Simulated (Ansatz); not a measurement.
Reaction (SMILES): [C]1=CC1 → C1C=[C-]1 (an electron is taken up)
B3LYP-D3(BJ)/def2-TZVP geometries, fixed; electronic energies without zero-point terms; positive where energy is released.
Largest species:
```
C
H 1 1.0867
H 1 1.0867 2 115.09
C 1 1.4848 2 120.37 3 157.15
C 4 1.2720 1 70.95 2 102.03
H 5 1.0711 4 160.90 1 -180.00
```
Charge 0, spin multiplicity 2.

Basis-set convergence of the adiabatic electron affinity at PBE with Ansatz (a program for electronic structure). Cartesian d functions, on some or all atoms, in 6-31G*; all else is spherical. The program fits the integrals of some runs and decomposes those of others, by size. Open shells are unrestricted. No added dispersion term, no relativity. Functions are those of the species that has most. Reference: the value in aug-pcseg-3, 1.498 eV, itself unsure by roughly 0.012 eV (its mean distance from aug-cc-pVQZ, def2-QZVPPD). Deviations are taken from unrounded values.

| basis | functions | adiabatic electron affinity (eV) | minus reference (eV) |
|---|---|---|---|
| STO-3G | 18 | -2.256 | -3.753 |
| 6-31G | 33 | 0.683 | -0.815 |
| 6-31G* | 51 | 0.672 | -0.826 |
| cc-pVDZ | 57 | 0.971 | -0.527 |
| pcseg-1 | 57 | 1.196 | -0.301 |
| 6-311+G** | 84 | 1.500 | 0.003 |
| aug-cc-pVDZ | 96 | 1.531 | 0.034 |
| aug-pcseg-1 | 96 | 1.541 | 0.044 |
| cc-pVTZ | 132 | 1.239 | -0.259 |
| def2-TZVPP | 135 | 1.353 | -0.145 |
| def2-TZVPD | 138 | 1.455 | -0.042 |
| def2-TZVPPD | 162 | 1.453 | -0.045 |
| 6-311++G(3df,3pd) | 171 | 1.494 | -0.004 |
| aug-cc-pVTZ | 207 | 1.496 | -0.002 |
| def2-QZVPP | 261 | 1.427 | -0.071 |
| pcseg-3 | 279 | 1.479 | -0.019 |
| def2-QZVPPD | 288 | 1.474 | -0.024 |
| aug-pcseg-3 | 402 | 1.498 | 0.000 |
